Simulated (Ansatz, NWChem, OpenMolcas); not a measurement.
Strength of the B–C bond: C2H3B → BH2 + C2H

Species: C2H3B `BC#C`, singlet; BH2 (boron dihydride) `[BH2]`, doublet; C2H `[C]#C`, doublet. 

Shapes, held fixed at every level: PBE0-D4/def2-TZVP. Programs: Ansatz 0.2.0, NWChem 7.3.0, OpenMolcas 26.06. A level may come from different programs for different species; with the same settings they agree closely. Electronic energies: no zero-point or thermal term.

```tsv
level	kind	ΔE (kJ/mol)
HF/STO-3G	Hartree–Fock	+566.2
HF/3-21G	Hartree–Fock	+497.9
HF/def2-SVP	Hartree–Fock	+493.7
B3LYP/6-31G* (spherical functions)	global hybrid	+643.0
PBE0/def2-SVP	global hybrid	+638.2
```

PBE0/def2-SVP gives ΔE = +638.2 kJ/mol; the levels span +493.7 to +643.0. The median of the levels is +566.2. Hartree–Fock misses the correlation of the pair that is broken and comes out low. No measured value is set beside it here. Spin contamination: C2H (⟨S²⟩ up to 1.27). Open shells run unrestricted. Rows in sets without polarisation functions are far from converged.
